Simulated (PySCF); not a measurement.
**SiH3, step by step**

We compute a series of 17 runs (UPBE0-D4/def2-TZVP, UCCSD(T)/def2-SVP, USVWN5/def2-SVP, UPBE/def2-SVP, UBLYP/def2-SVP, U-revPBE/def2-SVP, UTPSS/def2-SVP, U-r2SCAN/def2-SVP, and more) of H3Si. 

The calculation is run with PySCF 2.14.0.

## 1. Starting point

SiH3: 4 atoms, total charge 0, spin state doublet. The shape is cut from that of the parent molecule. The run starts from this shape.

Bond lengths: Si1–H2 1.487 Å, Si1–H3 1.501 Å, Si1–H4 1.484 Å. Angles: H2–Si1–H3 107.6°, H2–Si1–H4 109.0°, H3–Si1–H4 108.2°.

## 2. A geometry optimisation at UPBE0-D4/def2-TZVP (density fitting with def2-universal-jkfit) (run 1)

input.py

```python
from pyscf import gto, dft
from pyscf.geomopt.geometric_solver import kernel as optimise

mol = gto.Mole()
mol.atom = '''
Si     2.518270    -1.258367     1.055484
H      2.082420    -0.577960     3.747599
H      4.332435     0.636515    -0.023969
H      3.721254    -3.787984     0.936108
'''
mol.max_memory = 1860
mol.basis = 'def2-tzvp'
mol.charge = 0
mol.unit = 'bohr'
mol.spin = 1
mol.verbose = 3
mol.build()

ks = dft.UKS(mol, xc='pbe0')
ks = ks.density_fit(auxbasis='def2-universal-jkfit')
ks.conv_tol = 1e-09
ks.max_cycle = 100
ks.grids.level = 4
ks.disp = 'd4'
converged, mol_eq = optimise(ks, maxsteps=80)
print('converged:', converged)
print(mol_eq.tostring())

ks.reset(mol_eq)
mol = mol_eq
ks.kernel()
e_final = ks.e_tot
print('E = %.10f Eh' % e_final)
```

The run is started by

```bash
$ OMP_NUM_THREADS=1 python input.py
```

Log:

```text
<dir> SyntaxWarning: invalid escape sequence '\W'
  S = {(paw_set(r)[0], bool(re.search(r"spin_orbit\W+true|paw_fr", str((r.get("files") or {}).get("input") or "")) or re.search("(?i)spin.orbit\W+(value\W+)?(true|yes)|value\W+spin-orbit", json.dumps(r.get("inputs"), default=str)))) for r in records}

[... 22 lines left out ...]
> Convergence Criteria:
[... 16 lines left out ...]
WARN: HOMO -0.180897583280681 >= LUMO -0.180897583280684
[... 10 lines left out ...]
Step    0 : Gradient = 6.538e-03/1.103e-02 (rms/max) Energy = -291.1090441406
[... 28 lines left out ...]
converged SCF energy = -291.109789842042  <S^2> = 0.75299685  2S+1 = 2.0029946
[... 29 lines left out ...]
Converged! =D
[... 1 line left out ...]
converged: True
Si          1.38324080       -0.65785369        0.58381995
H           1.07424069       -0.30510835        1.99382832
H           2.28300044        0.34885564       -0.03681730
H           1.95592576       -2.02531059        0.48353314

WARN: HOMO -0.173250364826735 >= LUMO -0.173250364826737

converged SCF energy = -291.109790214424  <S^2> = 0.75299737  2S+1 = 2.0029951
E = -291.1097902144 Eh
```

Run time: 20 s. Hardware: 1 thread of Arm Neoverse V1, shared host; peak memory 0.58 GiB.

Step by step:

```csv
step,energy from the first frame kept (eV),largest force (eV/Å)
0,0.0000,0.5674
1,-0.0200,0.0564
2,-0.0203,0.0071
3,-0.0203,0.0040
```

After the run. Bond lengths: Si1–H2 1.486 Å, Si1–H3 1.486 Å, Si1–H4 1.486 Å. Angles: H2–Si1–H3 111.2°, H2–Si1–H4 111.3°, H3–Si1–H4 111.2°.

## 3. Fragment A of bond 3-2: the energy at UCCSD(T)/def2-SVP (run 2)

input.xyz

```xyz
4
H3Si
Si     1.383241    -0.657854     0.583820
H      1.074241    -0.305108     1.993828
H      2.283000     0.348856    -0.036817
H      1.955926    -2.025311     0.483533
```

job.py

```python
from pyscf import gto, scf, cc

mol = gto.M(
    atom='input.xyz',
    verbose=3,
    max_memory=1860,
    charge=0,
    spin=1,
    basis='def2-svp',
)

calc0 = scf.UHF(mol)
calc0.conv_tol = 1e-10
calc0.kernel()
if not calc0.converged:
    calc0 = calc0.newton().run(calc0.mo_coeff, calc0.mo_occ)

mycc = cc.CCSD(calc0, frozen=5)
mycc.kernel()
e_t = mycc.ccsd_t()
e_tot = mycc.e_tot + e_t
print('E(%s) = %.9f' % ('CCSD(T)', e_tot))
```

The run is started by

```bash
$ OMP_NUM_THREADS=1 python job.py
```

Log:

```text
<dir> SyntaxWarning: invalid escape sequence '\W'
  S = {(paw_set(r)[0], bool(re.search(r"spin_orbit\W+true|paw_fr", str((r.get("files") or {}).get("input") or "")) or re.search("(?i)spin.orbit\W+(value\W+)?(true|yes)|value\W+spin-orbit", json.dumps(r.get("inputs"), default=str)))) for r in records}

converged SCF energy = -290.53400708749  <S^2> = 0.75411733  2S+1 = 2.0041131
E(UCCSD) = -290.6534090672084  E_corr = -0.1194019797179202
UCCSD(T) correction = -0.0021449915902038
E(CCSD(T)) = -290.655554059
```

Run time: 1.2 s. Hardware: 1 thread of Arm Neoverse V1, shared host; peak memory 0.13 GiB.

Runs 3 to 16 aren't shown in full; the table further down has their settings and results.

## 4. Fragment A of bond 3-2: the energy at UB2PLYP/def2-SVP (run 17)

calc.py

```python
from pyscf import gto, dft, mp

mol = gto.Mole()
mol.atom = '''
Si   1.383241  -0.657854   0.583820
H    1.074241  -0.305108   1.993828
H    2.283000   0.348856  -0.036817
H    1.955926  -2.025311   0.483533
'''
mol.basis = 'def2-svp'
mol.verbose = 3
mol.spin = 1
mol.max_memory = 1860
mol.build()

mf = dft.UKS(mol)
mf.xc = '0.53*HF + 0.47*B88, 0.73*LYP'
mf.grids.level = 5
mf.conv_tol = 1e-10
mf.kernel()
if not mf.converged:
    mf = mf.newton().run(mf.mo_coeff, mf.mo_occ)

pt = mp.MP2(mf, frozen=5).run()
etot = mf.e_tot + 0.27 * pt.e_corr
print('PT2 part  %.8f' % (0.27 * pt.e_corr))
print('E(%s) = %.9f' % ('B2PLYP', etot))
```

The run is started by

```bash
$ OMP_NUM_THREADS=1 python calc.py
```

Log:

```text
<dir> SyntaxWarning: invalid escape sequence '\W'
  S = {(paw_set(r)[0], bool(re.search(r"spin_orbit\W+true|paw_fr", str((r.get("files") or {}).get("input") or "")) or re.search("(?i)spin.orbit\W+(value\W+)?(true|yes)|value\W+spin-orbit", json.dumps(r.get("inputs"), default=str)))) for r in records}

WARN: HOMO -0.151020804462865 >= LUMO -0.151020804462866

converged SCF energy = -290.967499750114  <S^2> = 0.75216765  2S+1 = 2.0021665
E(UMP2) = -291.083940907084  E_corr = -0.116441156969463
E(SCS-UMP2) = -291.094444335369  E_corr = -0.126944585254802
PT2 part  -0.03143911
E(B2PLYP) = -290.998938862
```

Run time: 3.9 s. Hardware: 1 thread of Arm Neoverse V1, shared host; peak memory 0.22 GiB.

## 5. All runs side by side

| run | level | task | integral approximation | energy (Eh) | dipole moment (D) of the reference | HOMO energy (eV) | LUMO energy (eV) | wall time |
| --- | --- | --- | --- | --- | --- | --- | --- | --- |
| 1 | UPBE0-D4/def2-TZVP (density fitting with def2-universal-jkfit) | optimise | def2-universal-jkfit | -291.109790 | 0.03 | -6.40 | -2.52 | 20 s |
| 2 | UCCSD(T)/def2-SVP | energy | none | -290.655554 | 0.17 | -9.16 | 1.37 | 1.2 s |
| 3 | USVWN5/def2-SVP | energy | none | -289.930613 | 0.05 | -5.20 | -3.84 | 2.5 s |
| 4 | UPBE/def2-SVP | energy | none | -290.972810 | 0.00 | -5.27 | -3.40 | 3.9 s |
| 5 | UBLYP/def2-SVP | energy | none | -291.121660 | 0.03 | -5.00 | -3.41 | 3.9 s |
| 6 | U-revPBE/def2-SVP | energy | none | -291.074769 | 0.02 | -5.27 | -3.26 | 3.9 s |
| 7 | UTPSS/def2-SVP | energy | none | -291.166014 | 0.02 | -5.45 | -3.43 | 7.5 s |
| 8 | U-r2SCAN/def2-SVP | energy | none | -291.105689 | 0.06 | -5.68 | -2.93 | 6.9 s |
| 9 | UM06-L/def2-SVP | energy | none | -291.133182 | 0.04 | -5.47 | -3.51 | 6.9 s |
| 10 | UPBE0/def2-SVP | energy | none | -291.006710 | 0.03 | -6.39 | -2.47 | 3.9 s |
| 11 | UB3LYP/def2-SVP | energy | none | -291.158506 | 0.06 | -6.05 | -2.85 | 4.2 s |
| 12 | UBHLYP/def2-SVP | energy | none | -291.132728 | 0.09 | -7.24 | -1.65 | 3.9 s |
| 13 | UM06-2X/def2-SVP | energy | none | -291.107454 | 0.11 | -7.17 | -2.22 | 6.9 s |
| 14 | UCAM-B3LYP/def2-SVP | energy | none | -291.134357 | 0.06 | -7.55 | -1.53 | 4.8 s |
| 15 | U-wB97X/def2-SVP | energy | none | -291.123881 | 0.01 | -8.54 | -1.21 | 4.5 s |
| 16 | U-wB97M-V/def2-SVP | energy | none | -291.092750 | 0.10 | -8.09 | -0.75 | 14 s |
| 17 | UB2PLYP/def2-SVP | energy | none | -290.998939 | 0.10 | -7.28 | -1.18 | 3.9 s |

## 6. Outcome

| quantity | value |
| --- | --- |
| fragment A of bond 3-2, run 17: total energy | -290.99894 Eh |
| fragment A of bond 3-2, run 17: dipole moment (SCF part) | 0.10 D |
| fragment A of bond 3-2, run 17: HOMO energy (SCF part's orbitals) (highest over α and β) | -7.28 eV |
| fragment A of bond 3-2, run 17: LUMO energy (SCF part's orbitals) (lowest over α and β) | -1.18 eV |
| fragment A of bond 3-2, run 17: ⟨S²⟩ | 0.752 |

Over runs 3, 4, 5, 6, 7, 8, 9, 10, 11, 12, 13, 14, 15, 16, 17 the dipole moment (its size) runs from 0.00 D (UPBE/def2-SVP) to 0.11 D (UM06-2X/def2-SVP). Totals of different functionals can't be ranked against each other. All runs together took 1.7 min, the longest 20 s.
